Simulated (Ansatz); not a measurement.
# BSiH2 (quartet): the correlation ladder, cc-pVTZ

Aim: climb from Hartree-Fock through coupled cluster and multireference methods for BSiH2 (quartet) at one geometry and basis, and see what each rung misses.

Method: cc-pVTZ, core rule «outside noble gas», up to 6 orbitals frozen; program: Ansatz 0.2.0, Gaussian basis.

To be run: UHF; CCSD(T) on ROHF; CCSD(T) on UHF; BCCD(T) on ROHF; CCSDT(Q) on ROHF; CCSDT(Q) on UHF; CASSCF and MRCISD+Q, 9 electrons in 10 orbitals; CASSCF and NEVPT2, 9 electrons in 10 orbitals.

5 further runs of the same task are left out: 5 set aside as unsound or not needed.

### 1 The geometry

The geometry is a PBE0/def2-TZVP stationary point (not a proven minimum) of the parent state, kept for this charge and spin.

4 atoms, charge 0, spin multiplicity 4.

Atoms are counted from 1 here; the program's logs count them from 0.

Bond lengths: Si1–B2 1.844 Å, B2–H3 1.322 Å, B2–H4 1.185 Å. Angles: Si1–B2–H3 66.1°, Si1–B2–H4 177.9°, H3–B2–H4 116.0°.

### 2 UHF

File in.yaml:

```yaml
crystal:
  periodic: [false, false, false]
  atoms:
    - {symbol: Si, position_ang: [0.000000, -0.005322, 0.594837]}
    - {symbol: B, position_ang: [0.000000, -0.077872, -1.247918]}
    - {symbol: H, position_ang: [0.000000, 1.150544, -0.760155]}
    - {symbol: H, position_ang: [0.000000, -0.167010, -2.429569]}
basis:
  gaussian: {orbitals: cc-pVTZ}
magnetization: {spin_polarized: true, initial_magnetization: 3}
hamiltonian: {xc: hf}
output: {orbitals: {seedname: orbitals}}
```

Started as:

```bash
$ ansatz run in.yaml --threads 1 --pin off --events-out ev --progress --plain --max-ram 2560MiB --backend cpu
```

After this run come: CCSD(T) on ROHF; CCSD(T) on UHF; BCCD(T) on ROHF; CCSDT(Q) on ROHF; CCSDT(Q) on UHF; CASSCF and MRCISD+Q, 9 electrons in 10 orbitals; CASSCF and NEVPT2, 9 electrons in 10 orbitals.

Q: Predict the results of all the runs planned. Wanted: UCCSDT(Q) below the RHF energy; RMP2 from UCCSDT(Q); UMP2 from UCCSDT(Q); RCCSD from UCCSDT(Q); RCCSD(T) from UCCSDT(Q); UCCSD(T) from UCCSDT(Q); RCCSDT(Q) from UCCSDT(Q); NEVPT2 valence from UCCSDT(Q); MRCISD+Q valence from UCCSDT(Q).

As calculated:

```
                         quantity                      value
   UCCSDT(Q) below the RHF energy                 -6.0333 eV
              RMP2 from UCCSDT(Q)            +28.34 kcal/mol
              UMP2 from UCCSDT(Q)            +27.49 kcal/mol
             RCCSD from UCCSDT(Q)             +8.19 kcal/mol
          RCCSD(T) from UCCSDT(Q)             +1.52 kcal/mol
          UCCSD(T) from UCCSDT(Q)             +1.43 kcal/mol
         RCCSDT(Q) from UCCSDT(Q)             +0.05 kcal/mol
    NEVPT2 valence from UCCSDT(Q)            +23.85 kcal/mol
  MRCISD+Q valence from UCCSDT(Q)             +1.77 kcal/mol
levels within 1 kcal/mol (43 meV)  RCCSDT, UCCSDT, RCCSDT(Q)
                    T1 diagnostic                      0.058
   effectively unpaired electrons                       3.03
```

**Reading.** RCCSD(T) misses by +1.52 kcal/mol, 1.1 % of the correlation energy. The occupations are near whole numbers, but T1 = 0.058 shows that the orbitals relax strongly. Of the multireference levels listed MRCISD+Q valence comes nearest in total energy (+1.77 kcal/mol), which doesn't show that its space is the better one. These misses are within one basis, not against nature; the frozen cores of restricted and unrestricted runs differ, which can shift their rows.
